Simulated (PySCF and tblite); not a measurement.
Values are calculated unless marked as measured or tabulated.
System: C₃H₄ClN, numbered as in [H]/[N:5]=[CH:4]\[C:2](=[CH2:1])[Cl:3].

The path came from a restrained scan, a climbing-image band and a saddle search at GFN2-xTB; energies are CAM-B3LYP/pcSseg-1 + D3(BJ)//PBE0-D3(BJ)/def2-SVP, thermal terms GFN2-xTB. Rates follow Eyring's equation with the number of equivalent paths and no tunnelling. (PySCF 2.14 with density fitting, tblite 0.8.)

Q: How high is the barrier to the rotation about the C2–C4 bond (torsion C1–C2–C4–N5 from 180° to 358°, rising), through which structure does it pass, and what rate follows at 298 K?

A: The electronic barrier is 6.8 kcal/mol and ΔG‡(298 K) 6.8 kcal/mol, over a C1 saddle with an imaginary mode of 114i cm⁻¹ (GFN2-xTB). With 2 equivalent paths, k is 1.3×10⁸ s⁻¹, a mean lifetime of the start of 7.7 ns against this motion. The end lies 3.3 kcal/mol above the start in free energy.
